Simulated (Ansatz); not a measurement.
# Forces on a displaced structure

SiH3S (SMILES [SiH2+]S) (charge +1), closed shell, displaced at random from a GFN2-xTB minimum.

```xyz
5
angstrom
Si -0.4134 -0.4956 -0.1034
S 0.6283 1.2600 -0.5465
H -0.2056 -1.1747 1.1322
H -1.2651 -1.0104 -1.1354
H 1.3040 1.3735 0.6183
```

Program: Ansatz 0.2.0. Basis: def2-TZVPP. Cores are frozen in the correlated methods.

CCSD(T) forces from the calculation:
| atom | Fx | Fy | Fz (eV/Å) |
| --- | --- | --- | --- |
| Si1 | 1.035 | 1.491 | -0.397 |
| S2 | -0.534 | -0.733 | 0.096 |
| H3 | 0.062 | -0.386 | 0.757 |
| H4 | -0.404 | -0.160 | -0.444 |
| H5 | -0.160 | -0.211 | -0.012 |

**Question.** Which atom feels the largest CCSD(T) force, and how large is it?

**Answer.** Si1, 1.86 eV/Å, along (0.56, 0.80, -0.21).

Root-mean-square difference of the force components from those of CCSD(T): PBE0-D4 0.099; wB97M-V 0.081; r2SCAN-D4 0.072; PBE-D4 0.187; revPBE-D4 0.200; BLYP-D4 0.191 eV/Å.

T1 diagnostic: at most 0.018. These are differences at one structure, and CCSD(T) in triple zeta is itself an approximation.

For scale, one of the runs: CCSD(T)/def2-TZVPP forces, 126 basis functions (an equivalent command: `ansatz run in.yaml --threads 4`). Hardware: 4 CPU threads, shared host. Wall time 9.5 s; peak host memory 0.89 GiB.
